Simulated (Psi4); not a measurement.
# [S3]2− ([S3]2-) at 5 levels

Wanted: a comparison of 5 runs (HF/STO-3G, HF/def2-SVP, B3LYP/6-31G*, M06-HF/3ZaPa-NR, MP2/6-311+G**) of [S3]2− ([S3]2-). 

The calculation is run with Psi4 1.11.

3 further runs of the same task are left out: 3 set aside as unsound or not needed.

### Step 1. The system as given

[S3]2−: 3 atoms, total charge -2, spin state singlet. The shape is that of a GFN2-xTB optimisation.

Bond lengths: S1–S2 2.028 Å, S2–S3 2.028 Å. Angles: S1–S2–S3 112.4°.

### Step 2. The energy at HF/STO-3G (run 1)

Contents of s3.xyz:

```xyz
3
S3
S      0.713590    -0.159090     1.564150
S     -0.405490     0.630300     0.067980
S     -0.308100    -0.471200    -1.632130
```

Contents of run.py:

```python
import numpy as np
from ase.calculators.psi4 import Psi4
from ase.io import read

atoms = read('s3.xyz')
calc = Psi4(atoms=atoms, method='hf', basis='STO-3G', memory='1600MB', num_threads=1, charge=-2, multiplicity=1, label='s3')
calc.psi4.set_options({'puream': True, 'e_convergence': 1e-09, 'd_convergence': 1e-08, 'scf_type': 'pk'})
atoms.calc = calc

print(f'energy: {atoms.get_potential_energy():.6f} eV')
```

The run is started by

```sh
python run.py
```

s3.dat:

```text
[...]
  Running in c1 symmetry.
[...]
  Nuclear repulsion =  173.783652897953999
[...]
  Multiplicity = 1
[...]
  Nalpha       = 25
  Nbeta        = 25
[...]
    Number of basis functions: 27
[...]
   @RHF iter   1: -1178.89867633391191   -8.17397e-01   6.52075e-03 ADIIS/DIIS
[...]
   @RHF iter   9: -1178.93284697221202   -4.32010e-12   2.49924e-09 DIIS
[...]
    Orbital Energies [Eh]
    ---------------------
    Doubly Occupied:
       1A    -90.081765     2A    -89.888635     3A    -89.888633
       4A     -8.016300     5A     -7.852622     6A     -7.852598
       7A     -5.648853     8A     -5.646554     9A     -5.644143
      10A     -5.485135    11A     -5.485084    12A     -5.480794
      13A     -5.480596    14A     -5.480557    15A     -5.480522
      16A     -0.389623    17A     -0.229068    18A     -0.096376
      19A      0.188762    20A      0.192237    21A      0.196766
      22A      0.325634    23A      0.346589    24A      0.351882
      25A      0.396069
[...]
  @RHF Final Energy: -1178.93284697221202
   => Energetics <=
    Nuclear Repulsion Energy =            173.7836528979539992
    One-Electron Energy =               -2021.1731626158207291
    Two-Electron Energy =                 668.4566627456549668
    Total Energy =                      -1178.9328469722117916
[...]
 Multipole Moments:
 ------------------------------------------------------------------------------------
     Multipole            Electronic (a.u.)      Nuclear  (a.u.)        Total (a.u.)
 ------------------------------------------------------------------------------------
 L = 1.  Multiply by 2.5417464519 to convert [e a0] to [Debye]
 Dipole X            :         -0.3041525            0.0000000           -0.3041525
 Dipole Y            :          0.4727857            0.0000000            0.4727857
 Dipole Z            :          0.0510067           -0.0000000            0.0510067
 Magnitude           :                                                    0.5644792
[...]
```

The script printed:

```text
energy: -32080.396796 eV
```

It took 2.7 s on 1 thread of Intel Xeon Platinum 8259CL at 2.50GHz (Skylake/Cascade Lake), shared host; peak memory 0.32 GiB.

### Step 3. The energy at HF/def2-SVP (run 2)

Contents of calc.inp:

```
memory 1.6 GB

molecule system {
  -2 1
  S      1.34848967    -0.30063653     2.95581512
  S     -0.76626505     1.19109438     0.12846358
  S     -0.58222462    -0.89043895    -3.08427870
  units bohr
  symmetry c1
}

set {
  basis         def2-SVP
  puream        true
  e_convergence 1e-09
  d_convergence 1e-08
  scf_type      pk
}

result, w = energy("scf", return_wfn=True)
oeprop(w, "MULLIKEN_CHARGES", "DIPOLE", "QUADRUPOLE", title="SCF")
print_variables()
```

The run is started by

```sh
psi4 calc.inp calc.out -n 1
```

calc.out, shortened:

```text
[...]
  Running in c1 symmetry.
[...]
  Nuclear repulsion =  173.783652772933920
[...]
  Multiplicity = 1
[...]
  Nalpha       = 25
  Nbeta        = 25
[...]
    Number of basis functions: 54
[...]
   @RHF iter   1: -1191.98605806348769   -3.82140e-01   5.98927e-03 ADIIS/DIIS
[...]
   @RHF iter  11: -1192.05493132581546   -3.84262e-11   9.03376e-09 DIIS
[...]
  @RHF Final Energy: -1192.05493132581546
   => Energetics <=
    Nuclear Repulsion Energy =            173.7836527729339196
    One-Electron Energy =               -2018.4394949359611928
    Two-Electron Energy =                 652.6009108372118135
    Total Energy =                      -1192.0549313258154598
[...]
 Multipole Moments:
 ------------------------------------------------------------------------------------
     Multipole            Electronic (a.u.)      Nuclear  (a.u.)        Total (a.u.)
 ------------------------------------------------------------------------------------
 L = 1.  Multiply by 2.5417464519 to convert [e a0] to [Debye]
 Dipole X            :         -0.6238037           -0.0000000           -0.6238037
 Dipole Y            :         -0.0592731            0.0000000           -0.0592731
 Dipole Z            :          0.0000000            0.0000000            0.0000000
 Magnitude           :                                                    0.6266134
 L = 2.  Multiply by 1.3450342976 to convert [e a0^2] to [Debye ang]
 Quadrupole XX       :        -87.8752967           51.0239350          -36.8513617
 Quadrupole XY       :         27.6116814          -26.0798540            1.5318274
[...]
  Mulliken Charges: (a.u.)
   Center  Symbol    Alpha    Beta     Spin     Total
       1     S     8.42889  8.42889  0.00000 -0.85777
       2     S     8.14224  8.14224  0.00000 -0.28449
       3     S     8.42887  8.42887  0.00000 -0.85774
   Total alpha = 25.00000, Total beta = 25.00000, Total charge = -2.00000
  Variable Map:
  ----------------------------------------------------------------------------
  "CURRENT ENERGY"           =>   -1192.054931325815
  "CURRENT REFERENCE ENERGY" =>   -1192.054931325815
  "DD SOLVATION ENERGY"      =>       0.000000000000
[...]
```

It took 3.6 s on 1 thread of Intel Xeon Platinum 8259CL at 2.50GHz (Skylake/Cascade Lake), shared host; peak memory 0.32 GiB.

Runs 3 to 4 aren't shown in full; the table further down has their settings and results.

### Step 4. A single-point energy at MP2/6-311+G(d,p) (run 5)

s3.xyz is that of step 2.

Contents of run.py:

```python
import numpy as np
from ase.calculators.psi4 import Psi4
from ase.io import read

a = read('s3.xyz')
calc = Psi4(atoms=a, method='mp2', basis='6-311+G**', memory='1600MB', num_threads=1, charge=-2, multiplicity=1, label='psi4-calc')
calc.psi4.set_options({'puream': True, 'e_convergence': 1e-09, 'd_convergence': 1e-08, 'scf_type': 'pk', 'num_frozen_docc': 15, 'mp2_type': 'conv'})
a.calc = calc

print(f'energy: {a.get_potential_energy():.6f} eV')
```

The run is started by

```sh
python run.py
```

psi4-calc.dat:

```text
[...]
  Running in c1 symmetry.
[...]
  Nuclear repulsion =  173.783652897953999
[...]
  Multiplicity = 1
[...]
  Nalpha       = 25
  Nbeta        = 25
[...]
    Number of basis functions: 90
[...]
   @RHF iter   1: -1192.39438694153318   -4.09236e-01   5.45549e-03 ADIIS/DIIS
[...]
   @RHF iter  12: -1192.51562855618727   -1.09139e-11   4.99158e-09 DIIS
[...]
    Orbital Energies [Eh]
    ---------------------
    Doubly Occupied:
       1A    -91.617380     2A    -91.557901     3A    -91.557897
       4A     -8.617318     5A     -8.558821     6A     -8.558795
       7A     -6.299971     8A     -6.298204     9A     -6.296588
      10A     -6.241833    11A     -6.241831    12A     -6.238739
      13A     -6.238738    14A     -6.238489    15A     -6.238488
      16A     -0.680841    17A     -0.527702    18A     -0.373630
      19A     -0.125746    20A     -0.107368    21A     -0.102073
      22A      0.015376    23A      0.030328    24A      0.035214
      25A      0.095302
[...]
  @RHF Final Energy: -1192.51562855618727
   => Energetics <=
    Nuclear Repulsion Energy =            173.7836528979539992
    One-Electron Energy =               -2015.5142970562174014
    Two-Electron Energy =                 649.2150156020761642
    Total Energy =                      -1192.5156285561872664
[...]
 Multipole Moments:
 ------------------------------------------------------------------------------------
     Multipole            Electronic (a.u.)      Nuclear  (a.u.)        Total (a.u.)
 ------------------------------------------------------------------------------------
 L = 1.  Multiply by 2.5417464519 to convert [e a0] to [Debye]
 Dipole X            :         -0.4320661            0.0000000           -0.4320661
 Dipole Y            :          0.6715252            0.0000000            0.6715252
 Dipole Z            :          0.0722908           -0.0000000            0.0722908
 Magnitude           :                                                    0.8017813
[...]
	SCS-MP2 Total Energy (a.u.)        : -1192.88627791094814
	SOS-MP2 Total Energy (a.u.)        : -1192.85283033625410
	SCSN-MP2 Total Energy (a.u.)       : -1192.69223175057209
[...]
	SOS-PI-MP2 Total Energy (a.u.)     : -1192.90903063293172
[...]
	MP2 Total Energy (a.u.)            : -1192.89697276365837
[...]
```

The script printed:

```text
energy: -32460.380013 eV
```

Run time: 6.6 s. Hardware: 1 thread of Intel Xeon Platinum 8259CL at 2.50GHz (Skylake/Cascade Lake), shared host; peak memory 0.46 GiB.

### Step 5. Overview of the runs

```tsv
run	level	integration grid	task	energy (Eh)	HOMO energy (eV)	LUMO energy (eV)	HOMO–LUMO gap (eV)	wall time
1	HF/STO-3G	–	energy	-1178.932847	10.78	25.64	14.86	2.7 s
2	HF/def2-SVP	–	energy	-1192.054931	4.22	15.55	11.33	3.6 s
3	B3LYP/6-31G* (spherical functions)	99 radial × 590 angular	energy	-1194.477259	6.32	10.07	3.76	6.6 s
4	M06-HF/3ZaPa-NR (density fitting)	75 radial × 302 angular	properties	-1194.570135	2.14	7.41	5.27	14 s
5	MP2/6-311+G**	–	energy	-1192.896973	2.59	8.57	5.97	6.6 s
```

### Step 6. Outcome

```
                                                    quantity           value
                                         run 5: total energy  -1192.89697 Eh
                  run 5: HOMO energy (Hartree–Fock orbitals)         2.59 eV
                  run 5: LUMO energy (Hartree–Fock orbitals)         8.57 eV
run 5: HOMO–LUMO gap (to an unbound level, set by the basis)         5.97 eV
         run 5: correlation energy (15 core orbitals frozen)      -381.3 mEh
```

**Reading.** Over runs 1, 2, 3, 4 the HOMO–LUMO gap runs from 3.76 eV (B3LYP/6-31G*) to 14.86 eV (HF/STO-3G). The two ends differ in method and basis. The empty levels of an anion lie above zero and hang on the basis. Totals of different functionals can't be ranked against each other. In runs 1, 2, 3, 4, 5 the HOMO lies above zero, so the outermost electron may be held by the basis alone. In run 1 the basis is minimal, so the values are rough. All runs together took 34 s, the longest 14 s.
